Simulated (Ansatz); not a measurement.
# doublet Si2(-): levels of theory in one basis

```xyz
2

Si    0.0000    0.0000   -1.0888
Si    0.0000    0.0000    1.0888
```

Basis set: def2-SVP (spherical functions). Frozen core: 10 orbitals. Correlation on ROHF uses semicanonical orbitals with singles. Charge -1, multiplicity 2.

Computed with Ansatz (development build ahead of 0.2.0); each method stands on the lowest determinant of its kind that the runs found.

```csv
method,E − E(ROHF) (eV),<S²> of the determinant
ROHF,0.00,0.75
UHF,-0.16,1.16
ROHF-MP2,-4.31,–
UHF-MP2,-3.94,1.16
ROHF-CCSD(T),-5.30,–
UHF-CCSD(T),-5.27,1.16
```

Caution: no diffuse functions for an anion; the determinant may break the point group. Caution for UHF, UHF-MP2, UHF-CCSD(T): the unrestricted determinant is spin contaminated. Caution for UHF-CCSD(T): another reference gives a lower total.
